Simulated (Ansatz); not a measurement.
# CH₃Si+ (SMILES [CH+]=[SiH2]): one structure at several levels

The atoms stand at a structure displaced at random from a GFN2-xTB minimum. How far do the functionals agree with CCSD(T) there?

Program: Ansatz 0.2.0, Gaussian basis. Level of theory: single points in def2-TZVPP. These are calculated values, not measurements.

Cores are frozen in the correlated methods.

**1. Starting geometry**

5 atoms, charge 1, spin multiplicity 1.

Atoms are counted from 1 here; the program's logs count them from 0.

Bond lengths: C1–Si2 1.880 Å, C1–H3 1.111 Å, Si2–H4 1.534 Å, Si2–H5 1.531 Å. Angles: Si2–C1–H3 175.9°, C1–Si2–H4 117.5°, C1–Si2–H5 117.5°, H4–Si2–H5 125.0°.

As a file:

```
C     0.4834   -0.8751    0.6376
Si   -0.3032    0.4990   -0.3768
H     1.0188   -1.6560    1.2184
H    -1.6245    0.1855   -1.0900
H     0.4402    1.8357   -0.4524
```

**2. CCSD(T)/def2-TZVPP**

run/in.yaml

```yaml
crystal:
  periodic: [false, false, false]
  atoms:
    - {symbol: C, position_ang: [0.483400, -0.875100, 0.637600]}
    - {symbol: Si, position_ang: [-0.303200, 0.499000, -0.376800]}
    - {symbol: H, position_ang: [1.018800, -1.656000, 1.218400]}
    - {symbol: H, position_ang: [-1.624500, 0.185500, -1.090000]}
    - {symbol: H, position_ang: [0.440200, 1.835700, -0.452400]}
basis:
  gaussian: {orbitals: def2-TZVPP}
total_charge: 1
correlation: {method: ccsd_t}
output: {forces: true}
```

No record of the launch command was kept for these runs.

Log, cut to the lines that bear on the results:

```text
Functional definition: HF
  name "HF"
  cite "Fock, Z. Phys. 61, 126 (1930) doi:10.1007/BF01340294"
  parent pbe
[...]
664 factors; integrals over basis functions are off by at most 1.0e-3 eV
[...]
mean field -8928.60411737 eV, -328.1201492880 hartree, gradient 2.4e-6 eV, S^2 0.000000; 4 other end points of the search recorded, 0 dependent functions left out; unrestricted orbitals would lower it
determinant -8928.60411737 eV, -328.1201492880 hartree, with singles and doubles -8936.01460488 eV, -328.3924796812 hartree
determinant -8927.11517989 eV, -328.0654318448 hartree, with singles and doubles -8934.32854595 eV, -328.3305181582 hartree
6 core orbitals not correlated: weight in the atoms' cores, before any rotation towards them, 1.000 or more for the frozen orbitals, at most 0.000 for the correlated occupied ones
reference -8928.60411737 eV, -328.1201492880 hartree; 5, 5 occupied and 104, 104 virtual orbitals, 664 factors
second order -6.18433815 eV of doubles, -0.00000000 eV of singles
cycle   1  -7.22770954 eV  change   -5.0e-1 eV  update   2.8e-2
[...]
cycle  18  -7.25588019 eV  change    6.5e-7 eV  update   5.2e-7
perturbative correction -0.31736304 eV, -0.0116628767 hartree
[...]
Total energy: -8936.17736060 eV, -328.3984608435 hartree
Atom 0 at     0.483400    -0.875100     0.637600 Å, force    -0.887346     2.104232    -1.395224 eV/Å
Atom 1 at    -0.303200     0.499000    -0.376800 Å, force     0.799162    -1.666263     1.019527 eV/Å
Atom 2 at     1.018800    -1.656000     1.218400 Å, force    -0.502497     0.516601    -0.456510 eV/Å
Atom 3 at    -1.624500     0.185500    -1.090000 Å, force     0.996954     0.088117     0.629483 eV/Å
Atom 4 at     0.440200     1.835700    -0.452400 Å, force    -0.406273    -1.042687     0.202725 eV/Å
Dipole moment:     0.049953    -0.066031     0.046556 e Å
```

It took 6.5 s on 4 threads, shared host; peak memory 0.75 GiB.

**3. PBE0-D4/def2-TZVPP**

run/in.yaml, as its differences from that of step 2:

```diff
@@ -11,3 +11,3 @@
 total_charge: 1
-correlation: {method: ccsd_t}
-output: {forces: true}
+hamiltonian: {xc: pbe0, dispersion: d4}
+output: {forces: true, orbitals: {seedname: orbitals}}
```

The log in run was not kept; the run's report gives a total energy of -8945.838394 eV.

It took 0.65 s on 4 threads, shared host; peak memory 0.17 GiB.

**4. wB97M-V/def2-TZVPP**

run/in.yaml, as its differences from that of step 3:

```diff
@@ -11,3 +11,3 @@
 total_charge: 1
-hamiltonian: {xc: pbe0, dispersion: d4}
-output: {forces: true, orbitals: {seedname: orbitals}}
+hamiltonian: {xc: {name: wB97M-V}}
+output: {forces: true}
```

Log, cut to the lines that bear on the results:

```text
Functional definition: wB97M-V
  name "wB97M-V"
  cite "Mardirossian & Head-Gordon, J. Chem. Phys. 144, 214110 (2016) doi:10.1063/1.4952647"
  cite "Becke, J. Chem. Phys. 107, 8554 (1997) doi:10.1063/1.475007"
  cite "Vydrov & Van Voorhis, J. Chem. Phys. 133, 244103 (2010) doi:10.1063/1.3521275"
  # Of w^i u^j: cxij and so on, Table III.
[...]
  gx(w, u) = 1 - cx + cx01*u + cx10*w
  gss(w, u) = css00 + css04*u^4 + css10*w + css20*w^2 + css43*w^4*u^3
  gos(w, u) = cos00 + cos10*w + (cos20 + cos21*u)*w^2 + (cos60 + cos61*u)*w^6
[...]
      + integral(e_c_pw_mod_opposite_spin*gos(b97_w_opposite, b97_u_opposite)) + vv10(b, c)
648 factors; their error is unknown
154 factors; integrals over basis functions are off by at most 1.7e-5 eV
[...]
mean field -8949.47943662 eV, -328.8873031208 hartree, gradient 3.8e-5 eV, S^2 0.000000; 2 other end points of the search recorded, 0 dependent functions left out
[...]
reference -8949.47947844 eV, -328.8873046574 hartree; 11, 11 occupied and 104, 104 virtual orbitals, 648 factors
Total energy: -8949.47947844 eV, -328.8873046574 hartree
Atom 0 at     0.483400    -0.875100     0.637600 Å, force    -1.043675     2.403455    -1.605800 eV/Å
Atom 1 at    -0.303200     0.499000    -0.376800 Å, force     0.945504    -1.920418     1.200869 eV/Å
Atom 2 at     1.018800    -1.656000     1.218400 Å, force    -0.534653     0.553069    -0.489638 eV/Å
Atom 3 at    -1.624500     0.185500    -1.090000 Å, force     1.099206     0.112945     0.685265 eV/Å
Atom 4 at     0.440200     1.835700    -0.452400 Å, force    -0.466382    -1.149052     0.209304 eV/Å
Dipole moment:     0.022025    -0.018004     0.010003 e Å
```

Wall time 2.6 s (4 threads, shared host); peak memory 0.26 GiB.

**5. r2SCAN-D4/def2-TZVPP**

run/in.yaml, as its differences from that of step 4:

```diff
@@ -11,3 +11,3 @@
 total_charge: 1
-hamiltonian: {xc: {name: wB97M-V}}
+hamiltonian: {xc: r2scan, dispersion: d4}
 output: {forces: true}
```

Log, cut to the lines that bear on the results:

```text
Functional definition: r2SCAN
  name "r2SCAN"
  cite "Furness, Kaplan, Ning, Perdew & Sun, J. Phys. Chem. Lett. 11, 8208 (2020) doi:10.1021/acs.jpclett.0c02405"
  cite "Furness, Kaplan, Ning, Perdew & Sun, J. Phys. Chem. Lett. 11, 9248 (2020) doi:10.1021/acs.jpclett.0c03077"
  parent r2scan
[...]
645 factors; their error is unknown
[...]
mean field -8949.09021359 eV, -328.8729994382 hartree, gradient 8.3e-5 eV, S^2 0.000000; 0 other end points of the search recorded, 0 dependent functions left out
[...]
reference -8949.09022430 eV, -328.8729998319 hartree; 11, 11 occupied and 104, 104 virtual orbitals, 645 factors
Total energy: -8949.10039292 eV, -328.8733735217 hartree
Atom 0 at     0.483400    -0.875100     0.637600 Å, force    -1.036745     2.393994    -1.598161 eV/Å
Atom 1 at    -0.303200     0.499000    -0.376800 Å, force     0.971900    -2.002925     1.264349 eV/Å
Atom 2 at     1.018800    -1.656000     1.218400 Å, force    -0.488953     0.482844    -0.437370 eV/Å
Atom 3 at    -1.624500     0.185500    -1.090000 Å, force     0.886237     0.056032     0.569847 eV/Å
Atom 4 at     0.440200     1.835700    -0.452400 Å, force    -0.332439    -0.929946     0.201335 eV/Å
Dipole moment:     0.035941    -0.039730     0.026914 e Å
```

Run time: 0.8 s. Hardware: 4 threads, shared host; peak memory 0.14 GiB.

**6. PBE-D4/def2-TZVPP**

run/in.yaml, as its differences from that of step 5:

```diff
@@ -11,3 +11,3 @@
 total_charge: 1
-hamiltonian: {xc: r2scan, dispersion: d4}
+hamiltonian: {xc: pbe, dispersion: d4}
 output: {forces: true}
```

The log in run was not kept; the run's report gives a total energy of -8945.101425 eV.

Wall time 0.55 s (4 threads, shared host); peak memory 0.13 GiB.

**7. BHLYP-D4/def2-TZVPP**

run/in.yaml, as its differences from that of step 6:

```diff
@@ -11,3 +11,3 @@
 total_charge: 1
-hamiltonian: {xc: pbe, dispersion: d4}
+hamiltonian: {xc: {name: BHLYP}, dispersion: d4}
 output: {forces: true}
```

The log in run was not kept; the run's report gives a total energy of -8950.138962 eV.

It took 0.75 s on 4 threads, shared host; peak memory 0.18 GiB.

**8. B97M-V/def2-TZVPP**

run/in.yaml, as its differences from that of step 7:

```diff
@@ -11,3 +11,3 @@
 total_charge: 1
-hamiltonian: {xc: {name: BHLYP}, dispersion: d4}
+hamiltonian: {xc: {name: B97M-V}}
 output: {forces: true}
```

The log in run was not kept; the run's report gives a total energy of -8948.687960 eV.

It took 1.2 s on 4 threads, shared host; peak memory 0.17 GiB.

**9. Comparison**

```csv
method,RMS force component (eV/Å),RMS error against CCSD(T) (eV/Å),angle to CCSD(T) forces (°)
CCSD(T),1.001,reference,reference
PBE0-D4,1.138,0.179,6.3
wB97M-V,1.142,0.144,1.5
r2SCAN-D4,1.117,0.161,6.1
PBE-D4,1.079,0.222,11.5
BHLYP-D4,1.188,0.199,3.6
B97M-V,1.078,0.107,4.1
```

Energy less the free neutral atoms in their ground states at the same level (atoms from separate runs):

Differences are taken before rounding.

```
      method                    rung  energy less atoms (eV)  from CCSD(T) (eV)
      PBE-D4                     GGA                  -5.679             -0.501
   r2SCAN-D4                meta-GGA                  -5.426             -0.248
      B97M-V                meta-GGA                  -5.644             -0.466
     PBE0-D4                  hybrid                  -5.321             -0.142
    BHLYP-D4                  hybrid                  -5.202             -0.024
     wB97M-V  range-separated hybrid                  -5.608             -0.429
Hartree-Fock            wavefunction                  -2.106             +3.072
         MP2            wavefunction                  -4.967             +0.212
        CCSD            wavefunction                  -4.984             +0.194
     CCSD(T)            wavefunction                  -5.178                  0
```

Cost and force error (times from a shared host):

| method | time | RMS force error (eV/Å) |
| --- | --- | --- |
| CCSD(T) | 6.5 s | 0 |
| PBE0-D4 | 0.65 s | 0.179 |
| wB97M-V | 2.6 s | 0.144 |
| r2SCAN-D4 | 0.8 s | 0.161 |
| PBE-D4 | 0.55 s | 0.222 |
| BHLYP-D4 | 0.75 s | 0.199 |
| B97M-V | 1.2 s | 0.107 |

**10. Results**

| quantity | value |
| --- | --- |
| energy less free atoms, CCSD(T)/def2-TZVPP | -5.178 eV |
| RMS force component | 1.001 to 1.188 eV/Å over the methods |
| RMS force error | PBE0-D4 0.179, wB97M-V 0.144, r2SCAN-D4 0.161, PBE-D4 0.222, BHLYP-D4 0.199, B97M-V 0.107 eV/Å |
| HOMO and LUMO, PBE0-D4 | -13.58 and -10.77 eV |
| T1 diagnostic | 0.029 |

In words: Against CCSD(T) the functionals' energies less atoms differ by -0.501 to -0.024 eV, PBE-D4 by -0.501 eV. A larger basis would deepen the CCSD(T) value, while the functionals are nearly converged already, so the order here is not reliable. For forces B97M-V does best and PBE-D4 worst. Frozen-core CCSD(T) forces in triple zeta carry basis errors of their own, and this is one geometry, so small gaps rank nothing. The T1 diagnostic is large here, over the usual mark for main-group molecules (transition-metal compounds often pass it harmlessly), so CCSD(T) itself may be off. The restricted Hartree–Fock reference is unstable towards an unrestricted one at one or more of these structures.
